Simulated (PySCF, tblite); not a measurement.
**C₄H₅F: geometry, infrared bands, NMR shifts and spin-spin couplings**

What infrared bands, NMR shifts and spin-spin couplings should C₄H₅F (`FCC1=CC1`) show?

Programs: tblite 0.8.0 and PySCF 2.14.0, with density-fitted response routines of our own. Each step states its level of theory. These are calculated values for one molecule in the gas phase, unless marked as measured. Atoms count from 0, in the outputs and in this text.

### 1 Starting geometry

10 atoms, charge 0, multiplicity 1; geometry from: force field or distance geometry start.

Bonds of the start (Å): F0–C1 1.37, C1–C2 1.43, C2–C3 1.31, C3–C4 1.44, C4–C2 1.44, C1–H5 1.10, C1–H6 1.09, C3–H7 1.05, C4–H8 1.08, C4–H9 1.08.

### 2 Geometry optimisation with GFN2-xTB

Job settings and geometry (Å):

```
{"job": {"kind": "relax", "xc": "GFN2-xTB", "basis": "xTB"}, "charge": 0, "multiplicity": 1}
F      2.126800    -0.972200    -0.453800
C      1.413400     0.053500     0.107600
C      0.009900    -0.129600    -0.074200
C     -1.064700    -0.724100    -0.518700
C     -1.255500     0.494700     0.226200
H      1.664500     0.065900     1.178800
H      1.765900     0.984900    -0.339300
H     -1.496900    -1.541900    -1.025200
H     -1.522700     1.363800    -0.356000
H     -1.631800     0.409800     1.232000
```

Command:

```sh
$ OMP_NUM_THREADS=1 python probes_run.py task.json out
```

One launch serves the whole session: the jobs run in the order shown.

Log:

```text
step      E/eV     max force
  0    -428.15220    2.898
  1    -428.26546    0.921
  2    -428.29258    1.283
  3    -428.32489    0.445
  4    -428.33484    0.386
  5    -428.34774    0.218
  6    -428.35091    0.151
  7    -428.35247    0.106
  8    -428.35317    0.090
  9    -428.35374    0.068
 10    -428.35411    0.067
 11    -428.35437    0.049
 12    -428.35453    0.039
 13    -428.35469    0.046
 14    -428.35487    0.058
 15    -428.35510    0.058
 16    -428.35533    0.044
 17    -428.35553    0.046
 18    -428.35570    0.046
 19    -428.35585    0.033
 20    -428.35595    0.028
 21    -428.35601    0.026
 22    -428.35605    0.020
 23    -428.35608    0.014
 24    -428.35610    0.009
```

Wall time 0.12 s (1 thread of Arm Neoverse N1, shared host).

Along the way:

| step | energy from step 0 (eV) | largest force (eV/Å) |
| --- | --- | --- |
| 0 | 0.0000 | 2.8981 |
| 1 | -0.1133 | 0.9212 |
| 2 | -0.1404 | 1.2828 |
| 3 | -0.1727 | 0.4452 |
| 4 | -0.1826 | 0.3860 |
| 5 | -0.1955 | 0.2177 |
| 6 | -0.1987 | 0.1510 |
| 7 | -0.2003 | 0.1056 |
| 8 | -0.2010 | 0.0896 |
| 9 | -0.2015 | 0.0682 |
| 10 | -0.2019 | 0.0667 |
| 11 | -0.2022 | 0.0486 |
| 12 | -0.2023 | 0.0393 |
| 13 | -0.2025 | 0.0463 |
| 14 | -0.2027 | 0.0579 |
| 15 | -0.2029 | 0.0583 |
| 16 | -0.2031 | 0.0445 |
| 17 | -0.2033 | 0.0465 |
| 18 | -0.2035 | 0.0463 |
| 19 | -0.2036 | 0.0333 |
| 20 | -0.2038 | 0.0281 |
| 21 | -0.2038 | 0.0256 |
| 22 | -0.2038 | 0.0197 |
| 23 | -0.2039 | 0.0140 |
| 24 | -0.2039 | 0.0095 |

Distances of close pairs at the start and the end, largest changes first:

| bond | before (Å) | after (Å) | change (Å) |
| --- | --- | --- | --- |
| C3–C4 | 1.441 | 1.502 | +0.061 |
| C2–C4 | 1.443 | 1.502 | +0.059 |
| C1–C2 | 1.427 | 1.464 | +0.037 |
| C4–H9 | 1.077 | 1.085 | +0.007 |
| C1–H6 | 1.092 | 1.099 | +0.007 |
| C2–C3 | 1.306 | 1.299 | -0.007 |
| C3–H7 | 1.055 | 1.061 | +0.006 |
| F0–C1 | 1.370 | 1.375 | +0.006 |

The final coordinates are the input of the step that follows.

### 3 Infrared spectrum with GFN2-xTB

Job settings and geometry (Å):

```
{"job": {"kind": "ir", "xc": "GFN2-xTB", "basis": "xTB"}, "charge": 0, "multiplicity": 1}
F      2.166587    -0.988230    -0.463400
C      1.453782     0.038516     0.110775
C      0.011471    -0.128364    -0.079657
C     -1.036073    -0.755547    -0.524125
C     -1.310492     0.514880     0.228231
H      1.709815     0.046565     1.179089
H      1.805276     0.970011    -0.353764
H     -1.477311    -1.567529    -1.044601
H     -1.609495     1.406177    -0.312706
H     -1.704678     0.468175     1.237630
```

Log:

```text
mode    cm-1     km/mol
  1      73.3      7.52
  2     188.7      4.00
  3     287.8      2.96
  4     450.1      6.66
  5     678.7     18.46
  6     790.3      4.03
  7     929.2      0.02
  8     939.2      4.32
  9    1000.5      0.20
 10    1001.5     51.29
 11    1039.7     35.60
 12    1061.6      9.79
 13    1067.2     27.16
 14    1191.2      3.40
 15    1202.6      1.21
 16    1307.6      9.04
 17    1412.0      4.10
 18    1494.4      3.34
 19    1888.0     11.08
 20    2891.5     17.66
 21    2909.1     25.96
 22    3006.0     64.30
 23    3023.1     61.29
 24    3252.3      2.21
```

It took 0.23 s on 1 thread of Arm Neoverse N1, shared host.

Which atoms move in the most intense modes:

| cm⁻¹ | km/mol | atoms |
| --- | --- | --- |
| 679 | 18.5 | H7 78 %, C3 19 % |
| 1002 | 51.3 | C1 35 %, F0 26 %, C3 12 % |
| 1040 | 35.6 | H9 28 %, H8 28 %, C4 15 %, C1 14 % |
| 1067 | 27.2 | C3 25 %, C1 19 %, C4 17 %, C2 16 % |
| 2892 | 17.7 | H6 47 %, H5 44 % |
| 2909 | 26.0 | H5 50 %, H6 46 % |
| 3006 | 64.3 | H8 45 %, H9 45 % |
| 3023 | 61.3 | H9 48 %, H8 48 % |

### 4 Shielding tensors: PBE0/pcSseg-1

Same as in step 3 but for these lines:

```diff
@@ -1,2 +1,2 @@
-{"job": {"kind": "ir", "xc": "GFN2-xTB", "basis": "xTB"}, "charge": 0, "multiplicity": 1}
+{"job": {"kind": "nmr", "xc": "PBE0", "basis": "pcSseg-1"}, "charge": 0, "multiplicity": 1}
 F      2.166587    -0.988230    -0.463400
```

With the program's defaults for keys left out, this is: GIAO PBE0/pcSseg-1 NMR shielding, non-relativistic, gas phase.

Log:

```text
coarse grid: 8536 points
cycle   1  E = -254.7770673287  dE =  7.392e-01  |g| = 4.938e-01  |ddm| = 2.791e+00
cycle   2  E = -254.7450052499  dE =  3.206e-02  |g| = 6.825e-01  |ddm| = 9.446e-01
cycle   3  E = -254.8216567849  dE = -7.665e-02  |g| = 7.990e-02  |ddm| = 5.589e-01
cycle   4  E = -254.8226963271  dE = -1.040e-03  |g| = 4.581e-02  |ddm| = 1.011e-01
cycle   5  E = -254.8231848912  dE = -4.886e-04  |g| = 9.834e-03  |ddm| = 4.272e-02
cycle   6  E = -254.8232049899  dE = -2.010e-05  |g| = 2.858e-03  |ddm| = 1.175e-02
cycle   7  E = -254.8232068474  dE = -1.858e-06  |g| = 4.441e-04  |ddm| = 3.820e-03
final grid: 83296 points
cycle   8  E = -254.8611044008  dE = -2.542e-05  |g| = 6.365e-03  |ddm| = 2.329e-02
cycle   9  E = -254.8611011748  dE =  3.226e-06  |g| = 7.901e-03  |ddm| = 1.286e-02
cycle  10  E = -254.8611139397  dE = -1.276e-05  |g| = 1.075e-03  |ddm| = 6.579e-03
cycle  11  E = -254.8611141374  dE = -1.978e-07  |g| = 2.558e-04  |ddm| = 1.082e-03
cycle  12  E = -254.8611141486  dE = -1.113e-08  |g| = 1.419e-04  |ddm| = 3.744e-04
cycle  13  E = -254.8611141532  dE = -4.622e-09  |g| = 1.333e-05  |ddm| = 1.290e-04
cycle  14  E = -254.8611141532  dE = -3.058e-11  |g| = 5.660e-06  |ddm| = 1.484e-05
converged SCF energy = -254.8611141532

GIAO shielding tensors (ppm)
atom      isotropic    diamagn.    paramagn.     s11        s22        s33       span
  0 F      425.208     470.666     -45.458    411.579    412.905    451.140     39.561
  1 C      100.981     239.504    -138.522     66.314     80.063    156.567     90.253
  2 C       61.637     259.095    -197.458    -81.896    101.314    165.493    247.389
  3 C       77.097     252.990    -175.893    -62.004    110.520    182.776    244.781
  4 C      177.418     248.844     -71.426    141.390    149.040    241.824    100.434
  5 H       25.738      26.927      -1.189     21.472     25.782     29.961      8.489
  6 H       25.738      26.921      -1.182     21.480     25.779     29.956      8.477
  7 H       24.674      32.302      -7.628     20.726     24.926     28.370      7.644
  8 H       30.586      30.222       0.364     25.031     27.423     39.303     14.271
  9 H       30.584      30.222       0.362     25.030     27.424     39.299     14.269
```

Wall time 13 s (1 thread of Arm Neoverse N1, shared host); peak memory 0.49 GiB.

Shifts follow as δ = σ(reference) − σ, with reference shieldings (ppm) from runs at the same level and on the same kind of geometry: 1H TMS 31.72, 13C TMS 186.9, 19F CFCl3 170.9. The references are single molecules in the gas phase, so shifts against H2O, NH3, PH3, H3PO4 or CFCl3 are not on the usual liquid scales and can be off by tens of ppm. Atoms listed in one row are averaged.

| atoms | environment | σ (ppm) | δ (ppm) | δ scaled to CDCl3 |
| --- | --- | --- | --- | --- |
| C2 | fully substituted alkene carbon | 61.6 | 125.3 | 120.4 |
| C3 | alkene CH | 77.1 | 109.8 | 105.3 |
| C1 | allylic sp3 CH2 bonded to F | 101.0 | 85.9 | 82.0 |
| C4 | three-membered-ring carbon | 177.4 | 9.5 | 7.4 |
| H7 | hydrogen on an alkene CH | 24.67 | 7.04 | 6.75 |
| H5, H6 | hydrogen on an allylic sp3 CH2 bonded to F | 25.74 | 5.98 | 5.74 |
| H8, H9 | hydrogen on a three-membered-ring carbon | 30.58 | 1.13 | 1.17 |
| F0 | fluorine on an sp3 carbon | 425.2 | -254.3 | – |

The scaled column applies a straight-line fit of computed shieldings to shifts measured in CDCl3, and one for carbons that bear F (root-mean-square error 0.16 ppm for H, 1.9 ppm for C).

Charges from the same density, by scheme (e):

| atoms | Mulliken | IAO | Hirshfeld | ESP fit |
| --- | --- | --- | --- | --- |
| F0 | -0.33 | -0.32 | -0.12 | -0.21 |
| C1 | 0.25 | 0.03 | 0.04 | -0.09 |
| C2 | -0.14 | -0.01 | 0.00 | 0.09 |
| C3 | -0.16 | -0.16 | -0.05 | -0.15 |
| C4 | -0.17 | -0.28 | -0.10 | -0.30 |

Mayer bond orders: F0–C1 0.90, C1–C2 1.04, C2–C3 1.72, C3–C4 0.94, C4–C2 0.89.

Ring of atoms C2, C3, C4: NICS(0) -30.7, NICS(1) -7.2, NICS(1)zz -15.9 ppm (means of both faces).

In rings of three or four atoms NICS is ruled by the nearby σ bonds, so it says little on aromaticity.

### 5 Indirect couplings: B3LYP/pcJ-1

Same as in step 4 but for these lines:

```diff
@@ -1,2 +1,2 @@
-{"job": {"kind": "nmr", "xc": "PBE0", "basis": "pcSseg-1"}, "charge": 0, "multiplicity": 1}
+{"job": {"kind": "j", "xc": "B3LYP", "basis": "pcJ-1"}, "charge": 0, "multiplicity": 1}
 F      2.166587    -0.988230    -0.463400
```

Level: B3LYP/pcJ-1 indirect spin-spin coupling, non-relativistic, gas phase.

Log:

```text
coarse grid: 8536 points
cycle   1  E = -255.0840509698  dE =  6.793e-01  |g| = 5.420e-01  |ddm| = 2.597e+00
cycle   2  E = -255.0344905919  dE =  4.956e-02  |g| = 7.903e-01  |ddm| = 1.020e+00
cycle   3  E = -255.1352549464  dE = -1.008e-01  |g| = 9.723e-02  |ddm| = 6.241e-01
cycle   4  E = -255.1365390128  dE = -1.284e-03  |g| = 6.243e-02  |ddm| = 1.183e-01
cycle   5  E = -255.1374349355  dE = -8.959e-04  |g| = 1.435e-02  |ddm| = 5.316e-02
cycle   6  E = -255.1374775861  dE = -4.265e-05  |g| = 3.650e-03  |ddm| = 1.430e-02
cycle   7  E = -255.1374804712  dE = -2.885e-06  |g| = 6.924e-04  |ddm| = 4.355e-03
final grid: 83296 points
cycle   8  E = -255.1824130069  dE = -1.049e-04  |g| = 5.877e-03  |ddm| = 1.441e-02
cycle   9  E = -255.1824079212  dE =  5.086e-06  |g| = 8.099e-03  |ddm| = 1.025e-02
cycle  10  E = -255.1824195881  dE = -1.167e-05  |g| = 8.509e-04  |ddm| = 5.996e-03
cycle  11  E = -255.1824196526  dE = -6.442e-08  |g| = 5.452e-04  |ddm| = 1.136e-03
cycle  12  E = -255.1824197091  dE = -5.649e-08  |g| = 1.910e-04  |ddm| = 5.599e-04
cycle  13  E = -255.1824197178  dE = -8.786e-09  |g| = 1.476e-05  |ddm| = 1.622e-04
cycle  14  E = -255.1824197179  dE = -3.342e-11  |g| = 6.789e-06  |ddm| = 1.544e-05
converged SCF energy = -255.1824197179

Indirect spin-spin couplings (Hz)
  i      j    bonds     total        FC       PSO       DSO        SD
  0 F    1 C    1   -232.718  -284.067    28.145     0.657    22.548
  0 F    2 C    2     21.904    23.977    -2.205     0.007     0.125
  0 F    3 C    3      8.508     8.631     0.250    -0.144    -0.229
  0 F    4 C    3      8.500     8.481    -0.733    -0.343     1.095
  0 F    5 H    2     53.580    47.934    10.552    -1.338    -3.569
  0 F    6 H    2     53.565    47.918    10.552    -1.338    -3.568
  0 F    7 H    4      6.025     5.765     0.827    -0.548    -0.019
  1 C    2 C    1     71.256    73.079    -2.105     0.283         -
  1 C    3 C    2     -4.804    -4.097    -0.619    -0.088         -
  1 C    4 C    2      2.437     2.803    -0.322    -0.043         -
  1 C    5 H    1    157.542   156.875    -0.321     0.988         -
  1 C    6 H    1    157.480   156.812    -0.320     0.988         -
  1 C    7 H    3      1.994     2.138     0.230    -0.374         -
  1 C    8 H    3     -1.744    -1.683     0.132    -0.192         -
  1 C    9 H    3     -1.745    -1.684     0.131    -0.192         -
  2 C    3 C    1     71.742    77.183    -5.632     0.191         -
  2 C    4 C    1      9.579    10.158    -0.757     0.178         -
  2 C    5 H    2     -6.533    -6.315    -0.186    -0.032         -
  2 C    6 H    2     -6.532    -6.315    -0.185    -0.032         -
  2 C    7 H    2      4.335     4.538     0.634    -0.837         -
  2 C    8 H    2     -1.429    -1.380     0.271    -0.320         -
  2 C    9 H    2     -1.431    -1.381     0.271    -0.320         -
  3 C    4 C    1     12.943    13.783    -0.979     0.139         -
  3 C    5 H    3      7.172     7.148     0.459    -0.435         -
  3 C    6 H    3      7.182     7.158     0.459    -0.435         -
  3 C    7 H    1    245.159   245.443    -1.031     0.748         -
  3 C    8 H    2     -1.111    -1.018     0.329    -0.421         -
  3 C    9 H    2     -1.092    -1.000     0.329    -0.421         -
  4 C    5 H    3     -0.339    -0.262     0.079    -0.156         -
  4 C    6 H    3     -0.352    -0.275     0.080    -0.157         -
  4 C    7 H    2      3.061     2.995     0.750    -0.684         -
  4 C    8 H    1    173.059   171.737     0.587     0.735         -
  4 C    9 H    1    173.109   171.788     0.586     0.735         -
  5 H    6 H    2    -19.065   -19.094     2.297    -2.268         -
  5 H    7 H    4     -3.731    -3.631     1.552    -1.652         -
  5 H    8 H    4      0.171     0.257     1.082    -1.169         -
  5 H    9 H    4      1.039     1.112     0.019    -0.092         -
  6 H    7 H    4     -3.742    -3.642     1.548    -1.649         -
  6 H    8 H    4      1.031     1.106     0.021    -0.095         -
  6 H    9 H    4      0.179     0.265     1.085    -1.171         -
  7 H    8 H    3     -1.988    -1.846     1.976    -2.118         -
  7 H    9 H    3     -1.994    -1.852     1.980    -2.122         -
  8 H    9 H    2      8.409     8.277     3.241    -3.109         -
```

It took 26 s on 1 thread of Arm Neoverse N1, shared host; peak memory 0.75 GiB.

A choice of the couplings up to four bonds, sorted by the number of bonds, with means over like pairs; isotopes 13C, 19F, 1H:

| pair | bonds | J (Hz) | Fermi contact (Hz) | dihedral (°) |
| --- | --- | --- | --- | --- |
| C3–H7 | 1 | 245.2 | 245.4 | – |
| F0–C1 | 1 | -232.7 | -284.1 | – |
| C4–H8 | 1 | 173.1 | 171.8 | – |
| C1–H5 | 1 | 157.5 | 156.8 | – |
| C2–C3 | 1 | 71.7 | 77.2 | – |
| C1–C2 | 1 | 71.3 | 73.1 | – |
| C3–C4 | 1 | 12.9 | 13.8 | – |
| C2–C4 | 1 | 9.6 | 10.2 | – |
| F0–H5 | 2 | 53.6 | 47.9 | – |
| F0–C2 | 2 | 21.9 | 24.0 | – |
| H5–H6 | 2 | -19.1 | -19.1 | – |
| H8–H9 | 2 | 8.4 | 8.3 | – |
| C2–H5 | 2 | -6.5 | -6.3 | – |
| C1–C3 | 2 | -4.8 | -4.1 | – |
| C2–H7 | 2 | 4.3 | 4.5 | – |
| C4–H7 | 2 | 3.1 | 3.0 | – |
| C1–C4 | 2 | 2.4 | 2.8 | – |
| F0–C3 | 3 | 8.5 | 8.6 | 0 |
| F0–C4 | 3 | 8.5 | 8.5 | 180 |
| C3–H5 | 3 | 7.2 | 7.2 | -119 |
| C1–H7 | 3 | 2.0 | 2.1 | 0 |
| H7–H8 | 3 | -2.0 | -1.8 | -74 |
| C1–H8 | 3 | -1.7 | -1.7 | 74 |
| F0–H7 | 4 | 6.0 | 5.8 | – |
| H5–H7 | 4 | -3.7 | -3.6 | – |
| H5–H9 | 4 | 1.0 | 1.1 | – |

The spin-dipole term was solved for some atoms only; pairs without it lack that part.

Shifts (PBE0/pcSseg-1, scaled to CDCl3) and these couplings together give the proton spectrum at 600 MHz below. H–H couplings in it are scaled by factors fitted to measured ones, so they differ from the table.

1H NMR δ 6.75 (dtt, J = 6.0, 3.7, 1.8 Hz, 1H), 5.74 (ddd, J = 53.6, 3.7, 1.0 Hz, 2H), 1.17 (dd, J = 1.8, 1.0 Hz, 2H). The letters are first-order; like nuclei with unlike couplings give more lines.

### 6 What came out

| quantity | value |
| --- | --- |
| strongest single infrared mode (GFN2-xTB) | 3006 cm⁻¹, 64 km/mol |
| zero-point energy (GFN2-xTB) | 47.3 kcal/mol |
| 13C shifts against TMS (PBE0/pcSseg-1) | 125.3, 109.8, 85.9, 9.5 ppm |
| 1H shifts against TMS (PBE0/pcSseg-1, means over atoms taken as alike) | 7.04, 5.98, 1.13 ppm |
| 19F shifts against CFCl3 (PBE0/pcSseg-1) | -254.3 ppm |
| largest coupling of the table (B3LYP/pcJ-1) | 1J(C,H) C3–H7, 245.2 Hz |

Relaxing lowered the energy by 0.204 eV in 24 steps; the close pair that moved most is C3–C4, from 1.441 to 1.502 Å. No mode is imaginary among the 24: a minimum at this level. The strongest single mode, at 3006 cm⁻¹, moves mainly H8 and H9. GFN2-xTB is a fitted tight-binding method: band positions and strengths are rough. Its intensities can rank the bands wrongly. H7 (hydrogen on an alkene CH) lies farthest downfield among hydrogen, at 7.04 ppm; attached to an sp2 carbon and in the plane of the double bond. Of the pairs tabulated at B3LYP/pcJ-1, C3–H7 couples most strongly (245.2 Hz; Fermi contact 245.4 Hz). Couplings across rotatable bonds belong to this one conformer; where others are populated, the observed values are averages.
